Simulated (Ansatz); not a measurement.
Molecule (SMILES): FOF.
Atoms: F1, O2, F3. Bonds: F1-O2, O2-F3.

Basis-set convergence of the optimised O2-F3 bond length at PBE0 with Ansatz (an electronic-structure program). All functions are spherical. The program fits the integrals of some runs and decomposes those of others, by size. No added dispersion term, no relativity. Reference: the value in def2-QZVPPD, 1.3796 Å, itself unsure by roughly 0.0004 Å (its mean distance from pcseg-3, def2-QZVPP, cc-pVQZ). Deviations are taken from unrounded values. Cost is core time over that of pcseg-2, rough, on shared machines of one kind; a dash marks a row that isn't timed (too short, read off another run, short of memory, by another algorithm or on other hardware). It counts the whole optimisation.

```
basis        functions  cost
-----------  ---------  ----
pcseg-0             27  0.5×
pcseg-1             42     -
aug-pcseg-1         69  0.5×
pcseg-2             90    1×
aug-pcseg-2        138    2×
pcseg-3            180    4×
```

Q: Which is the smallest pcseg set listed that can be trusted to 0.003 Å here, that is, within that of the reference together with its larger relatives (same family, alike in diffuse functions; a set with none to test it counts only in the reference's own line)?

A: The smallest set listed that lies within 0.003 Å of the reference with all its larger relatives (same family, alike in diffuse functions; a set with none counts only in the reference's own line) is pcseg-2 (90 functions, 1× in cost, 0.0019 Å off). Inside, with no larger relative to test it: aug-pcseg-2. Value minus reference: pcseg-0 0.1099, pcseg-1 0.0178, aug-pcseg-1 0.0078, pcseg-2 0.0019, aug-pcseg-2 0.0017, pcseg-3 -0.0001 Å.
